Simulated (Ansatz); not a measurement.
C₆H₁₂, SMILES `CCC=C(C)C`. The species carries charge 0 and has multiplicity 1. All single points use the PBE0-D4/def2-TZVP geometry. It is one conformer, not always the lowest.

```xyz
18

C    -0.299   -0.968   -2.382
C     0.017   -1.314   -0.930
C    -0.618   -0.361    0.028
C    -0.025    0.476    0.881
C    -0.836    1.375    1.762
C     1.455    0.610    1.056
H    -1.379   -0.938   -2.552
H     0.127   -1.705   -3.067
H     0.103    0.014   -2.643
H     1.099   -1.352   -0.789
H    -0.352   -2.326   -0.720
H    -1.707   -0.347    0.000
H    -0.621    1.186    2.819
H    -1.907    1.240    1.601
H    -0.591    2.427    1.579
H     1.743    0.364    2.084
H     1.766    1.646    0.887
H     2.028   -0.028    0.385
```

Q: What is the dipole moment at PBE/def2-TZVPP? (An estimate is asked.)

A: Ansatz gave: 0.27 D, with components (0.24, 0.06, 0.10) D in this frame, pointing from negative to positive charge.

Q: And with r2SCAN, B3LYP, ωB97M-V? (Best estimate.)

A: The calculation gave: r2SCAN 0.29 D, B3LYP 0.26 D, ωB97M-V 0.27 D.

Q: Give the Mulliken charges with PBE, B3LYP, r2SCAN in def2-TZVPP. (Estimate.)

A: The calculation gave: 
| atom | PBE | B3LYP | r2SCAN |
| --- | --- | --- | --- |
| C1 | -0.25 | -0.24 | -0.13 |
| C2 | -0.05 | -0.06 | 0.01 |
| C3 | -0.10 | -0.11 | -0.10 |
| C4 | -0.01 | -0.01 | 0.00 |
| C5 | -0.21 | -0.22 | -0.11 |
| C6 | -0.23 | -0.24 | -0.15 |
| H7 | 0.08 | 0.07 | 0.04 |
| H8 | 0.08 | 0.08 | 0.04 |
| H9 | 0.08 | 0.08 | 0.04 |
| H10 | 0.04 | 0.04 | 0.01 |
| H11 | 0.06 | 0.06 | 0.02 |
| H12 | 0.06 | 0.07 | 0.05 |
| H13 | 0.08 | 0.08 | 0.04 |
| H14 | 0.07 | 0.07 | 0.04 |
| H15 | 0.08 | 0.08 | 0.04 |
| H16 | 0.08 | 0.08 | 0.05 |
| H17 | 0.08 | 0.08 | 0.05 |
| H18 | 0.07 | 0.07 | 0.04 |

B3LYP here is the variant with VWN-RPA as its local correlation; programs differ in this.
